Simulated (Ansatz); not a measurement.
A made-up structure of C₂H₄Si, closed shell:

```
atom    x (Å)    y (Å)    z (Å)
  C1  -0.8565  -0.4346  -0.2693
  C2   0.3512   0.4511   0.7427
 Si3   0.2993  -0.2811  -0.9091
  H4  -1.8145  -0.8873  -0.4930
  H5   0.8144  -0.6396  -2.1829
  H6   0.2922   1.4995   0.8875
  H7   0.8578  -0.0223   1.5444
```

It is relaxed with PBE-D4/def2-SVP and then PBE0-D4/def2-TZVP (Ansatz 0.2.0). Atoms count as bonded within 1.22 times the sum of their covalent radii (H–H: 0.88 Å). The end point is not checked to be a true minimum.

(1) Does its bonding change? (Judge from chemistry; the calculation decides.)

## Answers

(1) Computed: No: no bond forms or breaks.

Where it ends: The first stage lowers the energy by 5.59 eV in 8 steps. It ends as C₂H₄Si (C1=[SiH]C1):
```tsv
atom	x (Å)	y (Å)	z (Å)
C1	-0.8926	-0.4092	-0.1793
C2	0.2422	0.3483	0.5983
Si3	0.4726	-0.3063	-1.1165
H4	-1.8973	-0.6497	0.1286
H5	1.2355	-0.5574	-2.3551
H6	0.1003	1.4142	0.7837
H7	0.6833	-0.1542	1.4606
```

For scale, one of the runs: PBE0-D4/def2-TZVP relaxation, 123 basis functions, launched by `ansatz run in.yaml --threads 2 --pin off --events-out ev --progress --plain --max-ram 4352MiB`. The run took about 14 s on 2 CPU threads of an Arm Neoverse V2 (shared host).
